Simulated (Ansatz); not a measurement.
# Beryllium, hcp: convergence with the k-point mesh

Computed with Ansatz, LDA, scalar-relativistic PAW, on the relaxed cell (a = 2.230 Å, c = 3.508 Å (c/a = 1.574); spin not included). Errors count from a run at 420 eV on a Γ-centred 26×26×15 mesh with Fermi-Dirac smearing of 0.1 eV, extrapolated to zero width. Fixed here: cutoff 420 eV, Fermi-Dirac width 0.1 eV. The SCF starts from atomic densities corrected by a trained network.

| k-mesh | E(σ→0) error (meV/atom) | P (GPa) | SCF iterations |
| --- | --- | --- | --- |
| 3×3×2 | 673.1 | 10.51 | 6 |
| 4×4×2 | 230.3 | 2.12 | 6 |
| 6×6×3 | 59.7 | 0.57 | 6 |
| 8×8×4 | 20.9 | 0.05 | 6 |
| 10×10×6 | 15.5 | 0.25 | 6 |
| 17×17×10 | 3.8 | 0.02 | 6 |
| 23×23×13 | 0.2 | -0.02 | 6 |

**Question.** What does the run at 13×13×7 give (k-mesh)?

**Answer.** E(σ→0) error (meV/atom): 3.3; P (GPa): 0.05; SCF iterations: 6.

Within 5 meV/atom of the last row: from 13×13×7 on.
